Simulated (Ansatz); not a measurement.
Species: CH5Si, charge -1, multiplicity 1. It need not be the lowest isomer of its formula. Whether it binds its extra electron was not tested at this geometry. 
Geometry from a B3LYP-D3(BJ)/def2-TZVP (Ansatz, a program for electronic structure) optimisation:
```xyz
7

C     -0.0142    -0.0695    -1.2342
Si     0.0083     0.1701     0.7319
H     -0.0173    -1.1129    -1.5686
H     -0.8989     0.4194    -1.6598
H      0.8596     0.4208    -1.6802
H     -1.1142    -0.8468     1.0468
H      1.1395    -0.8450     1.0207
```
Charge -1, spin multiplicity 1.

Basis-set convergence of Hartree-Fock and CCSD(T) correlation energies (hartree) with Ansatz. Correlated levels leave the core frozen unless marked. Spin-orbit coupling is left out. No relativistic terms.

```tsv
basis	functions	E(HF)	E(corr, CCSD(T))
def2-SVPD	84	-329.54746	-0.33214
def2-TZVPPD	170	___	___
```

**Question.** Complete the blanks.

**Answer.** 
- def2-TZVPPD, E(HF): -329.69287
- def2-TZVPPD, E(corr, CCSD(T)): -0.38213
